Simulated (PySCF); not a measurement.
**Gas-phase XPS of propynyl isocyanide, computed**

Propynyl isocyanide, C₄H₃N.
Structure used (PBE0-D3(BJ)/def2-SVP), in Å, numbered top down from 1:
```xyz
8
C4H3N angstrom
C      3.6265    0.2077    0.4923
N      2.4559    0.1357    0.3369
C      1.1606    0.0580    0.1628
C     -0.0399   -0.0133    0.0014
C     -1.4740   -0.1006   -0.1911
H     -1.8553   -1.0827    0.1293
H     -1.7381    0.0361   -1.2513
H     -1.9974    0.6733    0.3915
```

Method used: delta-SCF UKS SCAN, pcX-2 on the ionised atom, pcseg-1 elsewhere, spin-free X2C (PySCF). Each binding energy is the total energy of the core-ionised species, with the hole localised on one atom, minus that of the ground state; both are solved self-consistently, so orbital relaxation is included.

Problem. List the computed XPS lines with their assignment.

Solution. 
```json
{"atom(s)": "N2", "environment": "isocyanide nitrogen", "level": "N 1s", "binding energy (eV)": "407.31", "above the level's lowest (eV)": "0.00", "count": "1"}
{"atom(s)": "C3", "environment": "alkyne carbon", "level": "C 1s", "binding energy (eV)": "292.28", "above the level's lowest (eV)": "+1.01", "count": "1"}
{"atom(s)": "C4", "environment": "alkyne carbon", "level": "C 1s", "binding energy (eV)": "291.27", "above the level's lowest (eV)": "0.00", "count": "1"}
{"atom(s)": "C5", "environment": "propargylic carbon", "level": "C 1s", "binding energy (eV)": "292.21", "above the level's lowest (eV)": "+0.94", "count": "1"}
```

Lowest listed C 1s: C4, bonded to C (triple bond) and C. Highest, 1.01 eV above it: C3, bonded to N and C (triple bond). The widest gap between neighbouring values is 0.94 eV, between 291.27 and 292.21 eV.

Problem. Which photon energy gives electrons from C 1s of C3 a kinetic energy of 200 eV, and what is their de Broglie wavelength?

Solution. hν = 292.28 + 200 = 492.28 eV, recoil neglected; λ = 12.264 Å/√(E/eV) = 0.87 Å.

The list is incomplete; no value stands for C 1s of C1 (hole states with ⟨S²⟩ of 1 or more are left out). Spin contamination (⟨S²⟩ against 0.75 for a pure doublet) is marked for C 1s of C4 (0.86), which makes this value less certain. Isolated species at its PBE0-D3(BJ)/def2-SVP geometry, gas phase.
